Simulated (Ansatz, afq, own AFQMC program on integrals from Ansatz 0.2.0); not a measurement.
# AlH3Cl, doublet: AFQMC among the cluster methods

```xyz
5

Al   -1.8111    0.0000    0.0000
H    -2.6041    1.3734    0.0000
H    -2.6041   -1.3734    0.0000
H    -0.2253    0.0000    0.0000
Cl    1.5329    0.0000    0.0000
```

Connectivity, by distances: AlH2 ··· Cl, 1 bridging H.

Basis cc-pVTZ. Noble-gas cores (and the filled d shells of Ga–Kr and In–Xe) are frozen. Integrals, coupled cluster, full CI and functionals: Ansatz 0.2.0; the random walks run on the same integrals in our own AFQMC program. The CISD trial takes its coefficients from CCSD amplitudes. Released means that phaseless walkers are propagated on without the constraint, phases kept. ± is one standard error of the sampling.

Determinant: UHF, the one that the program's search chose, which needn't be the lowest solution. The geometry is a point of a scan.

No full CI on the walks' own integrals is used here. The released AFQMC energy serves as the reference, which it does only where one determinant dominates, the energy is flat over the last release times and near the phaseless one (40 meV or 2 meV an electron, half that with transition metals). On small molecules, where full CI could be run and the noise was under 10 meV, such values lay within 10 meV of it in 19 cases of 20, a flattering rate, since the rule was set on those same cases; what remains of the bias isn't in the error bar.

Cautions: the released value is read at 1.62 1/Eh, later times being too noisy (meV from the phaseless value at times in 1/Eh: -16 ± 5 at 0.24, -18 ± 5 at 0.51, -15 ± 7 at 0.99, -4 ± 8 at 1.62, -12 ± 11 at 2.40).

```
T1 diagnostic                               : 0.0166
weight of the determinant in the CISD state : 0.861
⟨S²⟩ of the determinant                     : 0.771
size of the correlated space                : 13 electrons in 100 orbitals
```

Reference: AFQMC with the constraint released, correlation energy -8.868 ± 0.008 eV.

| level | E − E(reference) (kJ/mol) | share of correlation (%) |
| --- | --- | --- |
| HF | 855.6 ± 0.8 | 0.00 |
| MP2 | 140.6 ± 0.8 | 83.57 |
| CCSD | 28.1 ± 0.8 | 96.71 |
| CCSD(T) | 2.4 ± 0.8 | 99.72 |
| ph-AFQMC/HF | 3.2 ± 2.8 | 99.62 |
| ph-AFQMC/CISD | 0.4 ± 0.9 | 99.95 |

A walk keeps the symmetry of its determinant, which the program's search chose and which needn't be the lowest solution, so a lower state of the same spin and another symmetry isn't excluded. Released energies are given only where the last usable release times agree within the noise; a slower fall can still hide under it.
